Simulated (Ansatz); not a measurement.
A made-up structure of SiH$_{2}$S, singlet:

Si1  (-0.051, 0.008, -0.027)
S2  (1.647, -0.250, 0.871)
H3  (-1.250, -0.850, 0.154)
H4  (2.071, -0.458, 2.146)
(Å)

It is relaxed with PBE-D4/def2-SVP and then PBE0-D4/def2-TZVP (Ansatz 0.2.0). Atoms count as bonded within 1.22 times the sum of their covalent radii (H–H: 0.88 Å). The end point is not checked to be a true minimum.

(1) Does its bonding change? (Judge from chemistry; the calculation decides.)

Answers

(1) By the calculation: No: no bond forms or breaks.

Where it ends: The first stage lowers the energy by 1.46 eV in 8 steps. It ends as SiH₂S ([SiH][SH]):
```csv
atom,x (Å),y (Å),z (Å)
Si1,-0.0104,0.0021,-0.3045
S2,1.7803,0.0230,0.8475
H3,-0.7819,-0.8573,0.6892
H4,1.4284,-0.7178,1.9119
```

Labels in which every atom is bracketed show which atoms are joined, not bond orders.

For scale, one of the runs: PBE0-D4/def2-TZVP relaxation, 86 basis functions, launched by `ansatz run in.yaml --threads 2 --pin off --events-out ev --progress --plain --max-ram 4352MiB`. The run took about 4.6 s on 2 CPU threads of an Arm Neoverse V1 (shared host).
